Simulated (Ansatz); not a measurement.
# Al2H2: the cost of one run

Program: Ansatz 0.2.0, Gaussian basis. Level of theory: def2-QZVPP, core rule «outside noble gas», up to 10 orbitals frozen. These are calculated values, not measurements.

The runs, in order: UHF; ROHF; CCSD(T) on UHF.

2 further runs of the same task are left out: 2 set aside as unsound or not needed.

## 1. The system

The geometry is a PBE0/def2-TZVP stationary point (not a proven minimum).

4 atoms, charge 0, spin multiplicity 3.

Atoms are counted from 1 here; the program's logs count them from 0.

Bond lengths: Al1–Al2 2.300 Å, Al1–H3 1.575 Å, Al2–H4 1.575 Å. Angles: Al2–Al1–H3 180.0°, Al1–Al2–H4 180.0°.

Coordinates:

```
Al    0.0000    0.0000    1.1500
Al    0.0000    0.0000   -1.1500
H     0.0000    0.0000    2.7245
H     0.0000    0.0000   -2.7245
```

## 2. UHF

Input file in.yaml:

```yaml
crystal:
  periodic: [false, false, false]
  atoms:
    - {symbol: Al, position_ang: [0.000000, 0.000000, 1.150006]}
    - {symbol: Al, position_ang: [0.000000, 0.000000, -1.150006]}
    - {symbol: H, position_ang: [0.000000, 0.000000, 2.724549]}
    - {symbol: H, position_ang: [0.000000, 0.000000, -2.724549]}
basis:
  gaussian: {orbitals: "def2-QZVPP.json"}
magnetization: {spin_polarized: true, initial_magnetization: 2}
hamiltonian: {xc: hf}
output: {orbitals: {seedname: orbitals}}
```

Run with:

```
> ansatz run in.yaml --threads 1 --pin off --events-out ev --progress --plain --max-ram 2393MiB
```

What time and memory should one allow on 1 thread of Arm Neoverse V2, shared host?

About 6 s, with a peak of 0.39 GiB.
